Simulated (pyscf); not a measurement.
F–CH(F)–C(F)(F)–F + H atom (H•) → hydrogen fluoride (HF) + F–CH•–C(F)(F)–F (atom transfer; doublet surface; C–F broken, F–H formed). Single points on ωB97X-D3(BJ)/def2-SVP structures (PySCF, gas phase). Energies in eV from the separated reactants.

```
level                   barrier  reaction energy
----------------------  -------  ---------------
ωB97X-D3(BJ)/def2-TZVP     1.63            -0.73
PBE/def2-TZVP              1.00            -0.76
PBE0-D3(BJ)/def2-TZVP      1.36            -0.75
M06-2X/def2-TZVP           1.60            -0.69
ωB97M-D3(BJ)/def2-TZVP     1.52            -0.76
HF/def2-TZVP               2.45            -0.73
```

The functionals in the table span 0.62 eV in this barrier, from PBE to ωB97X-D3(BJ)/def2-TZVP. This is the saddle that the search found; another between the same sides may lie lower. The angle at the transferred F is 177°.
